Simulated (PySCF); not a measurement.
# BH (SMILES [BH]) at CCSD(T)/def2-TZVPPD

Aim: the vertical singlet–triplet gap of BH at CCSD(T)/def2-TZVPPD, from 2 runs. The job is set up through a Python script.

Program for the calculation: PySCF 2.14.0.

3 further runs of the same task are left out: 1 that didn't finish, 2 set aside as unsound or not needed.

## Step 1: The molecule

BH has 2 atoms, charge 0, and is taken as a singlet. SMILES: `[BH]`. The bond length is the measured one.

Bond lengths: B1–H2 1.232 Å.

## Step 2: The energy at CCSD(T)/def2-TZVPPD

input.py reads:

```python
from pyscf import gto, cc

mol = gto.Mole()
mol.atom = [
    ('B', (0.000000, 0.000000, 0.000000)),
    ('H', (0.000000, 0.000000, 1.232400)),
]
mol.charge = 0
mol.spin = 0
mol.max_memory = 1860
mol.verbose = 3
mol.basis = 'def2-tzvppd'
mol.build()

hf = mol.RHF()
hf.conv_tol = 1e-10
hf.kernel()
if not hf.converged:
    hf = hf.newton().run(hf.mo_coeff, hf.mo_occ)

mycc = cc.CCSD(hf, frozen=1)
mycc.kernel()
e_t = mycc.ccsd_t()
energy = mycc.e_tot + e_t
print('E(%s) = %.9f' % ('CCSD(T)', energy))
```

Run with:

```bash
$ OMP_NUM_THREADS=1 python input.py
```

What it wrote:

```text
converged SCF energy = -25.130440755036
E(CCSD) = -25.22888015641658  E_corr = -0.09843940138059874
CCSD(T) correction = -0.00204785258223531
E(CCSD(T)) = -25.230928009
```

It took 2.5 s on 1 thread of Arm Neoverse N1, shared host; peak memory 0.17 GiB.

## Step 3: The triplet, same level

run.py reads:

```python
from pyscf import gto, cc

mol = gto.M(
    atom='''
B      0.000000     0.000000     0.000000
H      0.000000     0.000000     2.328898
''',
    verbose=3,
    spin=2,
    unit='bohr',
    max_memory=1860,
    basis='def2-tzvppd',
)

mf = mol.UHF()
mf.conv_tol = 1e-10
mf.kernel()
if not mf.converged:
    mf = mf.newton().run(mf.mo_coeff, mf.mo_occ)

mycc = cc.CCSD(mf, frozen=1)
mycc.kernel()
e_t = mycc.ccsd_t()
energy = mycc.e_tot + e_t
print(f'total energy: {energy:.8f} hartree')
```

Run with:

```bash
$ OMP_NUM_THREADS=1 python run.py
```

What it wrote:

```text
WARN: HOMO 0.00836848767526145 >= LUMO -0.167893645098163

converged SCF energy = -25.1160081385679  <S^2> = 2.0027839  2S+1 = 3.0018554
E(UCCSD) = -25.18076508659027  E_corr = -0.06475694802239686
UCCSD(T) correction = -0.00144096893329194
total energy: -25.18220606 hartree
```

Wall time 6 s (1 thread of Arm Neoverse N1, shared host); peak memory 0.48 GiB.

## Step 4: Outcome

Level: CCSD(T)/def2-TZVPPD, 1 core orbital frozen.

```
                                                           quantity         value
                                              singlet: total energy  -25.23093 Eh
                      singlet: dipole moment (Hartree–Fock density)        1.75 D
                       singlet: HOMO energy (Hartree–Fock orbitals)      -9.47 eV
                       singlet: LUMO energy (Hartree–Fock orbitals)       1.17 eV
                     singlet: HOMO–LUMO gap (Hartree–Fock orbitals)      10.64 eV
                singlet: correlation energy (1 core orbital frozen)    -100.5 mEh
                                            singlet: (T) correction     -2.05 mEh
                                             singlet: T1 diagnostic         0.014
                                              triplet: total energy  -25.18221 Eh
                      triplet: dipole moment (Hartree–Fock density)        0.12 D
triplet: HOMO energy (Hartree–Fock orbitals) (highest over α and β)      -8.83 eV
 triplet: LUMO energy (Hartree–Fock orbitals) (lowest over α and β)       0.75 eV
                triplet: correlation energy (1 core orbital frozen)     -66.2 mEh
                                            triplet: (T) correction     -1.44 mEh
                         triplet: ⟨S²⟩ of the reference determinant         2.003
                                             triplet: T1 diagnostic         0.020
                   vertical energy of the triplet above the singlet      1.326 eV
```

At this shape the triplet lies 1.33 eV (128 kJ/mol) above the singlet. The triples (singlet) make up 2.0 % of the correlation energy. The triples (triplet) make up 2.2 % of the correlation energy.
